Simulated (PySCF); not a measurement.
Species: (Z)-2-buten-1-ol, C4H8O.
SMILES with atom numbers: `[CH3:1]/[CH:2]=[CH:3]\[CH2:4][OH:5]` (hydrogens: H6, H7, H8 on C1; H9 on C2; H10 on C3; H11, H12 on C4; H13 on O5)

Geometry (PBE0-D3(BJ)/def2-SVP, Å), atoms numbered from 1 in this order:
```
atom  x, y, z in Å
C1     1.7387   -0.4780   -0.1530
C2     0.8607    0.7160   -0.3383
C3    -0.4307    0.8448   -0.0067
C4    -1.3252   -0.1895    0.6013
O5    -2.5238   -0.3380   -0.1203
H6     2.2556   -0.7333   -1.0924
H7     1.1907   -1.3666    0.1894
H8     2.5289   -0.2702    0.5884
H9     1.3488    1.5892   -0.7887
H10   -0.9292    1.8004   -0.2093
H11   -1.6218    0.1299    1.6150
H12   -0.7955   -1.1538    0.7225
H13   -2.2852   -0.5432   -1.0305
```

All values: CAM-B3LYP/def2-SVPD (PySCF, non-relativistic), on one gas-phase PBE0-D3(BJ)/def2-SVP geometry that isn't relaxed in the solvent. The solvent is an IEF-PCM continuum (Bondi radii, 1.10 Å for H, scaled by 1.2). Specific hydrogen bonds and non-electrostatic terms are outside this model.

Gas phase at CAM-B3LYP/def2-SVPD: HOMO -8.63 eV, LUMO 1.07 eV, dipole 2.11 D.

Task: What does the continuum do to the energy, the frontier levels and the dipole at CAM-B3LYP/def2-SVPD in benzene and acetonitrile?

Result: 
```csv
solvent,ε,E(solvent) − E(gas) (kcal/mol),polarisation term (kcal/mol),distortion of the solute (kcal/mol),HOMO (eV),LUMO (eV),dipole (D)
benzene,2.271,-2.28,-2.41,0.13,-8.55,1.16,2.36
acetonitrile,35.69,-5.06,-5.72,0.66,-8.50,1.21,2.68
```

Polarisation term: ½ Σ q·V over the induced surface charges. Distortion: the rise of the solute's own energy as its density leaves the gas-phase optimum. From benzene to acetonitrile the lowering changes by a factor 2.22, Onsager's factor (ε − 1)/(2ε + 1) by 2.09 and ε itself by 15.7.

Task: Which radius a makes the point-dipole formula ΔE = −[(ε − 1)/(2ε + 1)]·μ²/a³ give the value in acetonitrile, with the gas-phase dipole?

Result: μ = 0.830 au and |ΔE| = 0.00806 Eh give a = 1.82 Å; the farthest nucleus lies 2.61 Å from the centroid of the nuclei, so such a sphere wouldn't even hold the nuclei. The formula assumes a rigid point dipole at the centre of a sphere.

Task: Give the dipole vector in the frame of the coordinates (D, pointing from negative to positive charge), gas and acetonitrile.

Result: Gas (2.01, -0.24, -0.59), solvent (2.54, -0.41, -0.77). Its length changes by +27 % and its direction by 2°.

Task: How does the static polarisability (CAM-B3LYP/def2-SVPD, frozen core, with the continuum's full static response) change?

Result: 
```csv
medium,isotropic (au),principal values (au),⟨r²⟩ of the electrons (bohr²)
gas,56.7,"46.4, 51.1, 72.8",552.2
benzene,64.3,"52.3, 57.9, 82.6",552.3
acetonitrile,75.2,"62.4, 68.2, 95.1",552.5
```

The isotropic value in acetonitrile is 1.33 times the gas-phase one; no cavity-field correction is applied. ⟨r²⟩ is taken about the centre of nuclear charge.
